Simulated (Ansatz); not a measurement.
Rock-salt TiC, treated with B3LYP (VWN-RPA form) (Ansatz, a quantum-chemistry and plane-wave program, PAW).

Numerical settings: plane-wave cutoff 460 eV, 12×12×12 k mesh, Fermi–Dirac smearing 0.05 eV, no spin polarisation, scalar-relativistic PAW data made under PBE.

Pressure at four volumes; x = ln(V/10.226 Å³). One pressure is withheld.

| V (Å³/atom) | x | P (GPa) |
|---|---|---|
| 9.715 | -0.0513 | 15.05 |
| 10.226 | 0.0000 | 0.34 |
| 10.482 | 0.0247 | -5.75 |
| 10.737 | 0.0488 | ? |

Problem. Pass a parabola P(x) through the three rows shown, estimate the bulk modulus and its pressure derivative near zero pressure, and predict the withheld pressure.

Solution. Slopes between the rows: (0.34 − (15.05))/(0.0000 − (-0.0513)) = -286.74 and (-5.75 − (0.34))/(0.0247 − (0.0000)) = -246.56 GPa. Their difference over the span 0.0760 is c = 40.18/0.0760 = 528.7 GPa, so P(x) = 15.05 + (-286.74)(x − (-0.0513)) + 528.7 (x − (-0.0513))(x − (0.0000)). At the middle row B = −dP/dx = −[-286.74 + 528.7 × 0.0513] = 259.6 GPa, and B′ = dB/dP = 2c/B = 4.1. At x = 0.0488 the parabola gives -11.07 GPa; the run gives -11.13 GPa. The Birch–Murnaghan fit to the energies at all volumes has B0 = 258 GPa and B′ = 4.0.

Measured, for comparison: bulk modulus 240 GPa (temperature not stated, no zero-point or thermal correction, our sources range from 235 to 268; as tabulated in Krasnenko and Brik (2013), arXiv:1306.3139). Computed (rounded) less measured: bulk modulus not scored (sources differ).
